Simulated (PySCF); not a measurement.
# OSi: the cost of one run

Programs: PySCF 2.14.0, with density-fitted response routines of our own. Each step states its level of theory. These are calculated values for one molecule in the gas phase, unless marked as measured. Atoms count from 0, in the outputs and in this text.

## 1. Starting geometry

2 atoms, charge 0, multiplicity 1; geometry from: GFN2-xTB. The atoms were then displaced at random by about 0.01 Å, so the start is not that level's minimum.

Bonds of the start (Å): O0–Si1 1.53.

## 2. Relaxing the molecule at PBE0-D3(BJ)/def2-TZVP

The job: settings as JSON, then the geometry in Å.

```
{"job": {"xc": "PBE0", "basis": "def2-TZVP", "d3": "d3bj", "grid": 2, "shake": 0.01, "kind": "geom"}, "charge": 0, "multiplicity": 1}
O      0.776070    -0.028750     0.001710
Si    -0.758580    -0.000060    -0.013830
```

Run with:

```console
OMP_NUM_THREADS=1 python probes_run.py task.json out
```

This one command runs all jobs of the session in turn.

Q: Estimate the wall time and peak memory of this first job on 1 thread of Arm Neoverse V1, shared host.

About 2.8 s, with a peak of 0.28 GiB.
